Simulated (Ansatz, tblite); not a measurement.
# The cluster PdAu2: removing and adding an electron

The task here is to estimate one member of a computed series from the others.

Program: Ansatz 0.2.0, Gaussian basis. Level of theory: as each input shows. These are calculated values, not measurements.

The runs, in order: charge +1 doublet, at the geometry of the singlet (PBE0-D4/def2-TZVP, PBE-D4/def2-TZVP, r2SCAN-D4/def2-TZVP, CCSD(T)/def2-TZVP); charge +1 doublet, relaxed (PBE0-D4/def2-TZVP, PBE-D4/def2-TZVP); charge -1 doublet, at the geometry of the singlet (PBE0-D4/def2-TZVPD, PBE-D4/def2-TZVPD, r2SCAN-D4/def2-TZVPD); the starting singlet's energies come from earlier runs.

**The relaxed structure**

The singlet was relaxed beforehand with PBE-D4/def2-TZVP. At that level it is the lowest of the isomers that a small search found.

3 atoms, charge 0, spin multiplicity 1.

Atoms are counted from 1 here; the program's logs count them from 0.

Bond lengths: Pd1–Au2 2.615 Å, Pd1–Au3 2.615 Å, Au2–Au3 2.689 Å. Angles: Au2–Pd1–Au3 61.9°, Pd1–Au2–Au3 59.1°, Pd1–Au3–Au2 59.1°.

Au, Pd take a core potential in the def2 sets. No spin-orbit coupling is included.

Set-up of the first run:

Input file in.yaml:

```yaml
crystal:
  periodic: [false, false, false]
  atoms:
    - {symbol: Pd, position_ang: [-1.088496, 0.089801, -1.021771]}
    - {symbol: Au, position_ang: [1.461771, -0.090269, -0.470541]}
    - {symbol: Au, position_ang: [-0.373275, 0.000478, 1.492312]}
basis:
  gaussian: {orbitals: def2-TZVP}
total_charge: 1
magnetization: {spin_polarized: true, initial_magnetization: 1}
hamiltonian: {xc: pbe0, dispersion: d4}
output: {orbitals: {seedname: orbitals}}
```

Started as:

```sh
$ ansatz run in.yaml --threads 4 --pin off --events-out ev --progress --plain --max-ram 3916MiB
```

Among the steps run: Charge +1 doublet at the fixed geometry, PBE0-D4/def2-TZVP; Charge +1 doublet at the fixed geometry, PBE-D4/def2-TZVP; Charge +1 doublet at the fixed geometry, r2SCAN-D4/def2-TZVP; Charge +1 doublet at the fixed geometry, CCSD(T)/def2-TZVP.

One table of the session follows, with a row left open; its other results are not shown here.

It belongs to the step «Vertical ionisation energy». 

| method | vertical ionisation energy (eV) |
| --- | --- |
| HF/def2-TZVP | 5.13 |
| PBE-D4/def2-TZVP | 7.99 |
| r2SCAN-D4/def2-TZVP | 7.82 |
| PBE0-D4/def2-TZVP | 7.60 |
| MP2/def2-TZVP | 7.62 |
| CCSD/def2-TZVP | 6.96 |
| CCSD(T)/def2-TZVP | ? |

Q: Estimate the row for CCSD(T)/def2-TZVP from the others.

**Answer.** vertical ionisation energy (eV): 7.29. In the column «vertical ionisation energy (eV)» it lies between CCSD/def2-TZVP (6.96) and PBE0-D4/def2-TZVP (7.60).

Caveats from the session: The anion's highest level is positive in at least one run, so there the basis alone may hold the extra electron.
